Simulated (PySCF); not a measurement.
C3H2O3.
Numbering: `[O:1]=[C:2]=[CH:3][O:4][CH:5]=[O:6]` (hydrogens: H7 on C3; H8 on C5)

Geometry (PBE0-D3(BJ)/def2-SVP, Å), atoms numbered from 1 in this order:
```
atom  x, y, z in Å
O1    -1.6343   -0.0468    1.7705
C2    -1.1188   -0.0992    0.7304
C3    -0.8353   -0.2353   -0.5678
O4     0.4268   -0.0734   -1.1090
C5     1.3552    0.2390   -0.2280
O6     1.1098    0.3661    0.9460
H7    -1.6146   -0.4871   -1.2813
H8     2.3449    0.3617   -0.7008
```

Method: MP2 and CCSD/aug-cc-pVDZ in PySCF, restricted Hartree–Fock reference, 6 core orbitals frozen, non-relativistic, gas phase, PBE0-D3(BJ)/def2-SVP geometry.

E(HF) = -339.34736 Eh.

(1) How large is the problem?

(2) What are the MP2 and CCSD correlation energies?

(3) What is the T1 diagnostic?

(4) How does correlation change the dipole moment?

Answers

(1) 156 basis functions and 44 electrons; 6 orbitals frozen, which leaves o = 16 correlated occupied and v = 134 virtual orbitals. That is o·v = 2144 singles and o·v(o·v + 1)/2 = 2299440 distinct closed-shell doubles amplitudes before symmetry; the costliest CCSD step grows as o²v⁴ = 8.3 × 10^10.

(2) MP2 -0.9704 Eh and CCSD -0.9837 Eh, which gives totals of -340.31772 and -340.33105 Eh. That is 0.836 eV for each correlated electron at CCSD (2583 kJ/mol in all, 0.289 % of the total energy); MP2 gives 98.6 % of the CCSD value.

(3) 0.0197, close to the customary warning level of 0.02. It is the norm of the spatial-orbital singles amplitudes over the root of the number of correlated electrons, so the norm is 0.111.

(4) HF gives 3.51 D and CCSD (unrelaxed density) 2.74 D, a change of -0.77 D.

Connected triples and the basis-set limit are missing.

The job also held the EOM ionisation roots. Hardware: one thread of an x86-64 server, shared host. Cost: 3.5 min.

One conformer stands for the species.
